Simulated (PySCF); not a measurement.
**Complete the spectrum of propene**

Compound: propene, C3H6.
Z-matrix (Å and degrees, GFN2-xTB geometry), rows numbered from 1:
```
C 
C   1  1.3193
C   2  1.4919  1  124.70
H   1  1.0781  2  121.67  3     0.01
H   1  1.0769  2  122.17  3   179.98
H   2  1.0828  1  120.15  3  -179.94
H   3  1.0897  2  110.13  1  -120.71
H   3  1.0870  2  111.11  1     0.02
H   3  1.0897  2  110.12  1   120.81
```

Computed, not measured: PySCF 2.14.0, density-fitted response routines, TDDFT wB97X-D/def2-SVPD, vertical, gas phase, core orbitals frozen in the response.

Orbital energies (eV): HOMO-3 -13.68, HOMO-2 -12.42, HOMO-1 -11.63, HOMO -9.29, LUMO 2.33, LUMO+1 2.66, LUMO+2 3.33.

Lowest singlets, with some entries withheld (?).

```json
{"state": "S1", "E (eV)": "7.51", "f": "0.035", "main configurations (H = HOMO, L = LUMO)": "H→L+1 (89%)"}
{"state": "S2", "E (eV)": "7.66", "f": "0.419", "main configurations (H = HOMO, L = LUMO)": "H→L (96%)"}
{"state": "S3", "E (eV)": "8.28", "f": "0.0013", "main configurations (H = HOMO, L = LUMO)": "H→L+3 (41%), H-1→L (30%), H→L+2 (24%)"}
{"state": "S4", "E (eV)": "8.39", "f": "0.0004", "main configurations (H = HOMO, L = LUMO)": "H-1→L (68%), H→L+3 (20%), H→L+2 (10%)"}
{"state": "S5", "E (eV)": "?", "f": "0.031", "main configurations (H = HOMO, L = LUMO)": "H→L+2 (61%), H→L+3 (26%)"}
{"state": "S6", "E (eV)": "?", "f": "0.0007", "main configurations (H = HOMO, L = LUMO)": "H-2→L (89%)"}
{"state": "S7", "E (eV)": "?", "f": "0.0019", "main configurations (H = HOMO, L = LUMO)": "H→L+4 (89%)"}
{"state": "S8", "E (eV)": "?", "f": "0.055", "main configurations (H = HOMO, L = LUMO)": "H→L+6 (95%)"}
```

Task: Fill in the withheld entries.

Result: 
- S5: E = 8.51 eV
- S6: E = 9.31 eV
- S7: E = 9.63 eV
- S8: E = 9.92 eV

Task: What is the mean static polarisability from the same response equations?

Result: 38.8 au (5.75 Å³), with principal values 30.8, 35.9 and 49.7 au.

Task: How far apart are S1 and S3, in eV and cm⁻¹?

Result: 8.283 − 7.506 = 0.777 eV, or about 6270 cm⁻¹.

Task: Where do the lowest triplets lie (Tamm–Dancoff)?

Result: T1 4.64 eV, H→L (96%); T2 7.49 eV, H→L+1 (88%); T3 7.89 eV, H-1→L (96%). E(S1) − E(T1) = +2.86 eV.

The run took 4.9 s wall on Arm Neoverse V1, one thread, shared host.
